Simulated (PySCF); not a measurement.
nitrogen trifluoride cation (F₃N), SMILES FN(F)F (connectivity only; charge and spin as stated), charge +1, multiplicity 2. Atoms are numbered in the order given.

```xyz
4

F      1.0880     0.6281    -0.0706
N      0.0000     0.0000     0.2724
F     -1.0880     0.6281    -0.0706
F      0.0000    -1.2563    -0.0706
```
Charge +1, spin multiplicity 2.

Geometry optimised at PBE-D3(BJ)/def2-TZVP. The multiplicity is an assumed one; other spin states were not compared.

Calculation: PBE/pcH-1 run with PySCF.

Unrestricted Kohn–Sham, ⟨S²⟩ = 0.751. Hyperfine tensors hold the contact and dipolar terms, without spin-orbit corrections.

Q: Estimate the hyperfine couplings. (An estimate is asked for; the answer gives what the named calculation found.)

A: 
| nucleus | A(iso) (MHz) | A(iso) (G) | dipolar principal values (MHz) |
|---|---|---|---|
| 19F no. 1 | 188.7 | 67.3 | -373.6, -345.2, 718.9 |
| 14N no. 2 | 242.4 | 86.5 | -29.4, -29.4, 58.7 |
| 19F no. 3 | 188.7 | 67.3 | -373.6, -345.2, 718.9 |
| 19F no. 4 | 188.7 | 67.3 | -373.6, -345.2, 718.9 |

Q: And the g tensor (effective nuclear charges for spin-orbit coupling, GIAO)? (Estimate from the structure and the level; the computed values follow.)

A: principal values 2.0018, 2.0096, 2.0096; isotropic 2.0070.
